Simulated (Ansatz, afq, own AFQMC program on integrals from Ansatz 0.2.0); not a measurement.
AFQMC on a folder of integrals that Ansatz 0.2.0 wrote.

```yaml
crystal:
  periodic: [false, false, false]
  atoms:
    - {symbol: N, position_ang: [0.000000, 0.065740, 0.598823]}
    - {symbol: C, position_ang: [0.000000, -0.167623, -0.784634]}
    - {symbol: H, position_ang: [0.000000, 0.974210, 1.059787]}
    - {symbol: H, position_ang: [0.000000, -0.719445, 1.236822]}
    - {symbol: H, position_ang: [0.000000, 0.829090, -1.268303]}
basis:
  gaussian: {orbitals: cc-pVDZ}
magnetization: {spin_polarized: true, initial_magnetization: 0}
correlation: {method: ccsd_t, electrons: outside_noble_gas, hamiltonian_folder: ham}
```

```sh
$ ansatz run in.yaml --threads 1 --pin off --events-out ev --progress --plain --max-ram 1382MiB
```

Options of the walk:

```
--method phaseless --trial cisd --walkers 60 --populations 1 --least-time 40 --time-step 0.005 --steps-per-block 50 --equilibration-blocks 28 --max-blocks 300 --target-error 0.00042 --factor-cut 1e-05 --start spin_pure --seed 5261 --release-times 0.24,0.51,0.99,1.62,2.4 --release-step 0.03 --release-every 4 --taylor-order 6
```

Times are imaginary, in 1/Eh. The walk had a cap of 733 s.

afq prints:

```
orbitals 41  electrons 6 6  factors 327 of 398
reference energy -93.98121065 Eh
CCSD correlation -0.32023509 Eh in 12 cycles, weight of the determinant in the CISD state 0.8768
energy of the start -94.301446 Eh
 block  time / (1/Eh)  mean weight  energy / Eh
     1     0.250  1.0001  -94.296801
     2     0.500  1.0002  -94.300669
     3     0.750  1.0004  -94.307556
     4     1.000  1.0018  -94.303019
     5     1.250  0.9962  -94.315973
     9     2.250  0.9998  -94.314937
    33     8.250  0.9979  -94.311810
    65    16.250  1.0018  -94.304445
    97    24.250  1.0015  -94.304921
   129    32.250  0.9977  -94.319931
   161    40.250  1.0035  -94.331248
   193    48.250  1.0027  -94.308671
   225    56.250  0.9985  -94.323676
   257    64.250  1.0032  -94.325889
   289    72.250  1.0012  -94.308684
   313    78.250  1.0019  -94.303442
   321    80.250  1.0006  -94.329093
blocks merged  error / Eh  count
     1  0.000436  300
     2  0.000510  150
     4  0.000608  75
     8  0.000649  37
    16  0.000693  18
    32  0.000604  9
released: time / (1/Eh)  energy / Eh  error  mean overlap
  0.24  -94.313057  0.000640  1.0018
  0.51  -94.314047  0.000635  0.9844
  0.99  -94.313706  0.000698  0.9828
  1.62  -94.312848  0.000789  0.9858
  2.40  -94.314126  0.001099  0.9938
energy -94.312814 +/- 0.000693 Eh
(rows thinned)
```

The run passed its tests (sampling time, drift between the halves within three errors, error under three times the target), which doesn't prove that it has relaxed.

Against this walk (error 18.9 meV) on the same determinant: CCSD(T) 29.7 meV higher (within the noise), CCSDT(Q) 13.3 meV lower (within the noise). The error is statistical and leaves out the bias of the constraint. Released to 2.40 1/Eh the energy moves by -36 ± 35 meV (both errors), within twice the noise.

Cautions: constraint bias not in the error; error above the target (18.9 against 11.4 meV); higher spins were not checked; the determinant is a saddle point among determinants of its kind; raised T1 diagnostic (T1 0.021, weight of the determinant 0.88, largest double 0.08); the bias of populations of 60 walkers isn't removed.

The walk took 11 min on 1 thread of Intel(R) Xeon(R) Platinum 8259CL CPU @ 2.50GHz (Skylake/Cascade Lake) (shared host). The log's last line is the phaseless energy.

CCSDT and higher add their correlation energy to the determinant of the CCSD(T) run, since their own runs factorise the integrals more tightly (a shift of under 2 meV). A walk keeps the symmetry of its determinant, which the program's search chose and which needn't be the lowest solution, so a lower state of the same spin and another symmetry isn't excluded.
